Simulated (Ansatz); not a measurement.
Born–Oppenheimer molecular dynamics of CH4FSi (7 atoms, charge 0, multiplicity 2). It starts from a relaxed structure.

The calculation used UKS PBE0-D4/def2-SVP in Ansatz.

* ensemble: NVT, Langevin thermostat
* time step: 2 fs
* steps asked: 40
* set temperature: 1500 K
* friction: 0.001 /fs
* seed: 371670

First frame:

```xyz
7
Properties=species:S:1:pos:R:3
C -0.651 0.394 -0.301
Si 0.928 -0.592 -0.108
F 0.636 -1.841 0.906
H -1.453 -0.216 -0.745
H -0.480 1.267 -0.950
H -0.994 0.752 0.684
H 2.015 0.237 0.513
```

(1) What does the run give?

(2) What happens to the structure?

(3) How do temperature and energy run in time?

Answers

(1) The run went to its last step.

```json
{
  "steps done": "40",
  "time covered": "80 fs",
  "mean temperature over the second half": "931 K",
  "spread of the potential energy over the second half": "24.4 meV per atom",
  "mean potential energy of the second half above the start": "102.8 meV per atom"
}
```

The mean temperature of the second half is 38 % below the set value. A step of 2 fs is long for free X–H stretches (periods near 10 fs) and can bias their spread and the temperature. A run of 0.08 ps of so small a system gives no equilibrium averages.

(2) The same pairs are bonded in the first frame and the last. Pairs count as bonded within 1.25 times the sum of covalent radii (0.12 Å more for H–H). This is one draw of velocities; another would differ in detail.

(3) 
```csv
time (fs),T (K),potential energy less start (eV)
0.0,1286,0.000
6.0,692,0.606
12.0,669,0.709
18.0,631,0.755
24.0,1019,0.387
30.0,778,0.594
36.0,782,0.595
42.0,797,0.705
48.0,732,0.823
54.0,788,0.716
60.0,1215,0.438
66.0,915,0.858
72.0,1044,0.747
78.0,874,1.013
```

Run time: 3.1 min on 1 thread of Arm Neoverse N1 (shared host), peak memory 0.15 GiB.
